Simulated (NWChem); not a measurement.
# CH4ClSi (SMILES C[SiH]Cl): levels of theory compared

We compute a comparison of 5 runs (UHF/STO-3G, UHF/3-21G, UB3LYP/6-31G*, UCAM-B3LYP/6-31G**) of CH4ClSi. 

The results are computed with NWChem 7.3.0.

### Step 1. Starting point

CH4ClSi has 7 atoms, charge 0, and is taken as a doublet. SMILES: `C[SiH]Cl`. Geometry: relaxed at PBE0-D4/def2-TZVP.

Bond lengths: C1–Si2 1.866 Å, Si2–Cl3 2.064 Å, C1–H4 1.093 Å, C1–H5 1.094 Å, C1–H6 1.091 Å, Si2–H7 1.491 Å. Angles: C1–Si2–Cl3 109.5°, C1–Si2–H7 111.8°, Cl3–Si2–H7 107.0°, Si2–C1–H4 109.9°, Si2–C1–H5 110.0°, Si2–C1–H6 110.9°, H4–C1–H5 108.7°, H4–C1–H6 108.7°, H5–C1–H6 108.6°.

### Step 2. Energy and forces at UHF/STO-3G (run 1)

File job.xyz:

```xyz
7
CH4ClSi
C     -0.636800     0.463300    -0.329000
Si     1.003800    -0.393300    -0.087600
Cl     0.685200    -2.302900     0.627600
H     -0.475300     1.484500    -0.682800
H     -1.182000     0.503000     0.618400
H     -1.249200    -0.066600    -1.060300
H      1.854400     0.312100     0.913700
```

File job.nw:

```
start job
title "CH4ClSi"
memory stack 880 mb heap 220 mb global 1100 mb

geometry noautosym nocenter noautoz
load format xyz job.xyz
end

basis spherical bse
* library STO-3G
end

scf
doublet
uhf
thresh 1e-08
maxiter 80
end

task scf gradient
```

On the command line:

```bash
nwchem job.nw > job.out
```

Output:

```text
[...]
  functions       =    27
[...]
  wavefunction    = UHF
[...]
         Total SCF energy =   -779.940245341464
      One electron energy =  -1355.693844533880
      Two electron energy =    438.302311933596
 Nuclear repulsion energy =    137.451287258820
                       Sz =      0.5000
                 Sz(Sz+1) =      0.7500
                      S^2 =      0.7510
[...]
                         UHF ENERGY GRADIENTS
    atom               coordinates                        gradient
                 x          y          z           x          y          z
   1 C      -1.203378   0.875510  -0.621720    0.002996  -0.000658  -0.004991
   2 Si      1.896907  -0.743229  -0.165540   -0.025592  -0.030004  -0.005607
   3 Cl      1.294840  -4.351850   1.185992    0.004013   0.015190  -0.008048
   4 H      -0.898187   2.805298  -1.290305    0.002933   0.007975  -0.003018
   5 H      -2.233656   0.950532   1.168607   -0.001581  -0.001707   0.009437
   6 H      -2.360646  -0.125856  -2.003676   -0.003164  -0.005265  -0.005734
   7 H       3.504308   0.589783   1.726643    0.020395   0.014470   0.017961
[...]
```

Wall time 2.1 s (1 thread of Intel Xeon 6975P-C (Granite Rapids), shared host); peak memory 0.097 GiB.

### Step 3. Energy and forces at UHF/3-21G (run 2)

File test.nw:

```
start test
memory 2200 mb
geometry units bohr noautosym nocenter noautoz
C     -1.20337760     0.87551011    -0.62171990
Si     1.89690708    -0.74322928    -0.16554001
Cl     1.29484034    -4.35185029     1.18599212
H     -0.89818683     2.80529843    -1.29030500
H     -2.23365628     0.95053224     1.16860664
H     -2.36064587    -0.12585576    -2.00367661
H      3.50430813     0.58978352     1.72664276
end
basis spherical bse
* library 3-21G
end
scf
doublet
uhf
thresh 1e-08
maxiter 80
end
task scf gradient
```

On the command line:

```bash
nwchem test.nw > test.out
```

Output:

```text
[...]
  functions       =    43
[...]
  wavefunction    = UHF
[...]
         Total SCF energy =   -784.687031727043
      One electron energy =  -1358.525236731140
      Two electron energy =    436.386927658408
 Nuclear repulsion energy =    137.451277345689
                       Sz =      0.5000
                 Sz(Sz+1) =      0.7500
                      S^2 =      0.7521
[...]
                         UHF ENERGY GRADIENTS
    atom               coordinates                        gradient
                 x          y          z           x          y          z
   1 C      -1.203378   0.875510  -0.621720    0.016459  -0.008401   0.002440
   2 Si      1.896907  -0.743229  -0.165540   -0.022854  -0.036307   0.011884
   3 Cl      1.294840  -4.351850   1.185992    0.006809   0.044031  -0.016035
   4 H      -0.898187   2.805298  -1.290305    0.001968   0.004598  -0.001740
   5 H      -2.233656   0.950532   1.168607   -0.001195  -0.000867   0.005498
   6 H      -2.360646  -0.125856  -2.003677   -0.001879  -0.003655  -0.003700
   7 H       3.504308   0.589784   1.726643    0.000691   0.000601   0.001652
[...]
```

Run time: 3.3 s. Hardware: 1 thread of Intel Xeon 6975P-C (Granite Rapids), shared host; peak memory 0.094 GiB.

### Step 4. Energy and gradient at UB3LYP/6-31G(d) (spherical functions) (run 3)

File ch4clsi.nw:

```
start ch4clsi
title "CH4ClSi gradient"
memory stack 880 mb heap 220 mb global 1100 mb

geometry units angstrom noautosym nocenter noautoz
  C       -0.636800       0.463300      -0.329000
  Si       1.003800      -0.393300      -0.087600
  Cl       0.685200      -2.302900       0.627600
  H       -0.475300       1.484500      -0.682800
  H       -1.182000       0.503000       0.618400
  H       -1.249200      -0.066600      -1.060300
  H        1.854400       0.312100       0.913700
end

basis spherical bse
  * library 6-31G*
end

dft
  xc b3lyp
  mult 2
  grid xfine
  convergence energy 1e-08
  iterations 100
  mulliken
  print low
end

task dft gradient
```

On the command line:

```bash
nwchem ch4clsi.nw > ch4clsi.out
```

Output:

```text
[...]
 d= 0,ls=0.0,diis     1   -790.1684340666 -9.28D+02  7.86D-03  7.02D-02     2.8
[...]
 d= 0,ls=0.0,diis    10   -790.2050954809 -3.38D-09  9.43D-07  1.18D-09    25.8
[...]
         Total DFT energy =     -790.205095480883
      One electron energy =    -1363.829993513828
           Coulomb energy =      492.339438904491
    Exchange-Corr. energy =      -56.165828130365
 Nuclear repulsion energy =      137.451287258820
[...]
      Total Density - Mulliken Population Analysis
     ---------------------------------------------
    Atom       Charge   Shell Charges
 -----------   ------   -------------------------------------------------------
    1 C    6     6.66   2.00  0.67  2.13  0.68  1.16  0.02
    2 Si  14    13.58   2.00  2.00  5.96  1.05  1.72  0.31  0.38  0.17
    3 Cl  17    17.26   2.00  2.00  5.97  1.41  3.64  0.55  1.68  0.02
    4 H    1     0.82   0.52  0.30
    5 H    1     0.81   0.51  0.29
    6 H    1     0.81   0.52  0.29
    7 H    1     1.05   0.51  0.55
[...]
      <S2> =      0.7511 (Exact =     0.7500)
                         DFT ENERGY GRADIENTS
    atom               coordinates                        gradient
                 x          y          z           x          y          z
   1 C      -1.203378   0.875510  -0.621720    0.003376  -0.001864   0.000218
   2 Si      1.896907  -0.743229  -0.165540   -0.008121  -0.004796   0.003848
   3 Cl      1.294840  -4.351850   1.185992    0.001239   0.009808  -0.003762
   4 H      -0.898187   2.805298  -1.290305    0.000363  -0.002149   0.000757
   5 H      -2.233656   0.950532   1.168607    0.001875  -0.000660  -0.001527
   6 H      -2.360646  -0.125856  -2.003676    0.001679   0.000361   0.001392
   7 H       3.504308   0.589783   1.726643   -0.000410  -0.000699  -0.000926
 Task  times  cpu:       31.6s     wall:       31.6s
 Total times  cpu:       31.7s     wall:       31.7s
```

Run time: 32 s. Hardware: 1 thread of Intel Xeon 6975P-C (Granite Rapids), shared host; peak memory 0.13 GiB.

Run 4 isn't shown in full; the table further down has it.

### Step 5. Energy and forces at UCAM-B3LYP/6-31G(d,p) (spherical functions) (run 5)

File geom.nw:

```
start geom
title "CH4ClSi"
memory 2200 mb
charge 0
geometry units angstrom noautosym nocenter noautoz
  C    -0.636800    0.463300   -0.329000
  Si    1.003800   -0.393300   -0.087600
  Cl    0.685200   -2.302900    0.627600
  H    -0.475300    1.484500   -0.682800
  H    -1.182000    0.503000    0.618400
  H    -1.249200   -0.066600   -1.060300
  H     1.854400    0.312100    0.913700
end
basis spherical bse
  * library 6-31G**
end
dft
  xc xcamb88 1.00 lyp 0.81 vwn_5 0.19 hfexch 1.00
  cam 0.33 cam_alpha 0.19 cam_beta 0.46
  mult 2
  grid xfine
  convergence energy 1e-08
  direct
  maxiter 100
  mulliken
  noprint "final vectors analysis"
end
task dft gradient
```

On the command line:

```bash
nwchem geom.nw > geom.out
```

Output:

```text
[...]
          Wavefunction type:  spin polarized.
          No. of atoms     :     7
          No. of electrons :    41
[...]
          Charge           :     0
          Spin multiplicity:     2
[...]
          AO basis - number of functions:    70
[...]
              XC Information
              --------------
                     Hartree-Fock (Exact) Exchange  1.000
                   CAM-Becke88 Exchange Functional  1.000
                      VWN V Correlation Functional  0.190 local
              Lee-Yang-Parr Correlation Functional  0.810
[...]
 d= 0,ls=0.0,diis     1   -790.1277527433 -9.28D+02  5.35D-03  7.11D-02     4.9
[...]
 d= 0,ls=0.0,diis    10   -790.1642125510 -5.86D-09  4.68D-07  2.48D-10    43.6
[...]
         Total DFT energy =     -790.164212550992
      One electron energy =    -1363.785212537520
           Coulomb energy =      492.283689050837
    Exchange-Corr. energy =      -56.113976323129
 Nuclear repulsion energy =      137.451287258820
[...]
      Total Density - Mulliken Population Analysis
     ---------------------------------------------
    Atom       Charge   Shell Charges
 -----------   ------   -------------------------------------------------------
    1 C    6     6.53   2.00  0.65  2.13  0.62  1.11  0.02
    2 Si  14    13.56   2.00  2.00  5.96  1.03  1.72  0.31  0.37  0.17
    3 Cl  17    17.27   2.00  2.00  5.97  1.39  3.65  0.56  1.69  0.02
    4 H    1     0.86   0.51  0.34  0.01
    5 H    1     0.85   0.51  0.33  0.01
    6 H    1     0.86   0.51  0.33  0.01
    7 H    1     1.08   0.50  0.57  0.01
[...]
      <S2> =      0.7513 (Exact =     0.7500)
[...]
  wavefunction    = open shell
[...]
                         DFT ENERGY GRADIENTS
    atom               coordinates                        gradient
                 x          y          z           x          y          z
   1 C      -1.203378   0.875510  -0.621720    0.001595  -0.000661  -0.000090
   2 Si      1.896907  -0.743229  -0.165540   -0.004668  -0.003923   0.001243
   3 Cl      1.294840  -4.351850   1.185992    0.000741   0.005490  -0.002102
   4 H      -0.898187   2.805298  -1.290305    0.000412  -0.000505   0.000197
   5 H      -2.233656   0.950532   1.168607    0.000705  -0.000424  -0.000049
   6 H      -2.360646  -0.125856  -2.003676    0.000639  -0.000304   0.000311
   7 H       3.504308   0.589783   1.726643    0.000576   0.000327   0.000491
[...]
```

Wall time 54 s (1 thread of Intel Xeon 6975P-C (Granite Rapids), shared host); peak memory 0.13 GiB.

### Step 6. All runs side by side

```
run                                     level  iteration cap  module  energy (Eh)  dipole moment (D)  HOMO energy (eV)  LUMO energy (eV)  wall time
  1                                UHF/STO-3G             80     scf  -779.940245               3.29             -7.15              5.06      2.1 s
  2                                 UHF/3-21G             80     scf  -784.687032               3.28             -9.20              0.89      3.3 s
  3       UB3LYP/6-31G* (spherical functions)            100     dft  -790.205095                  –                 –                 –       32 s
  4       UB3LYP/6-31G* (Cartesian functions)            100     dft  -790.210872               2.18             -5.80             -2.76       31 s
  5  UCAM-B3LYP/6-31G** (spherical functions)            100     dft  -790.164213               2.25                 –                 –       54 s
```

### Step 7. Outcome

```
                       quantity          value
            run 5: total energy  -790.16421 Eh
           run 5: dipole moment         2.25 D
                    run 5: ⟨S²⟩          0.751
run 5: largest force on an atom     0.320 eV/Å
```

In words: Over runs 1, 2, 4, 5 the dipole moment (its size) runs from 2.18 D (UB3LYP/6-31G*) to 3.29 D (UHF/STO-3G). The two ends differ in method and basis. Totals of different functionals can't be ranked against each other. In run 1 the basis is minimal, so the values are rough. All runs together took 2 min, the longest 54 s.
